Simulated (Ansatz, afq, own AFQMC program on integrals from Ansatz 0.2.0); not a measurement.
# SiNH4⁺, singlet: AFQMC among the cluster methods

```xyz
6

Si   -0.0906    0.0000    0.5953
N     0.1128    0.0000   -1.1178
H     0.5792   -1.2268    1.1210
H     0.5792    1.2268    1.1210
H    -0.0998   -0.8301   -1.6484
H    -0.0998    0.8301   -1.6484
```

Connectivity, by distances: SiH2–NH2.

Basis 6-31G. Noble-gas cores (and the filled d shells of Ga–Kr and In–Xe) are frozen. Integrals, coupled cluster, full CI and functionals: Ansatz 0.2.0; the random walks run on the same integrals in our own AFQMC program. ph-AFQMC/CISD is guided by a CISD state made of CCSD amplitudes; releasing the constraint for a short imaginary time cuts its bias at the price of noise, slowly where states lie close. Error bars are statistical, one sigma.

Determinant: UHF, the one that the program's search chose, which needn't be the lowest solution. The geometry is a PBE0/def2-TZVP stationary point of this or a neighbouring charge and spin state.

No full CI on the walks' own integrals is used here; CCSDTQ serves as the reference and is uncertain by about the last step of the cluster series.

Cautions: an unrestricted solution with more broken spin lies lower (36 meV, ⟨S²⟩ 0.32), while this determinant keeps restricted orbitals; raised T1 diagnostic (T1 0.031, weight of the determinant 0.88, largest double 0.14).

The T1 diagnostic is 0.0309. The weight of the determinant in the CISD state is 0.875. The ⟨S²⟩ of the determinant is 0.000. The size of the correlated space is 12 electrons in 24 orbitals.

| level | correlation energy (eV) |
| --- | --- |
| MP2 | -4.7413 |
| CCSD | -5.4033 |
| CCSD(T) | -5.5639 |

Task: Estimate where AFQMC with the constraint released lies against CCSD(T) on the same integrals.

Result: 29.5 ± 4.9 meV below CCSD(T).

Reference: CCSDTQ, correlation energy -5.593 eV. The released energy is read at 2.40 1/Eh (meV from the phaseless value at times in 1/Eh: -2 ± 5 at 0.24, 2 ± 4 at 0.51, -9 ± 3 at 0.99, -8 ± 5 at 1.62, -13 ± 5 at 2.40).

| level | E − E(reference) (meV) | share of correlation (%) |
| --- | --- | --- |
| CCSD(T) | 29.1 | 99.48 |
| CCSDT | 14.3 | 99.74 |
| CCSDT(Q) | -4.1 | 100.07 |
| ph-AFQMC/CISD | 12.4 ± 5.5 | 99.78 |
| released AFQMC | -0.4 ± 4.9 | 100.01 |

CCSDT and higher add their correlation energy to the determinant of the CCSD(T) run, since their own runs factorise the integrals more tightly (a shift of under 2 meV). A walk keeps the symmetry of its determinant, which the program's search chose and which needn't be the lowest solution, so a lower state of the same spin and another symmetry isn't excluded. Released energies are given only where the last usable release times agree within the noise; a slower fall can still hide under it.
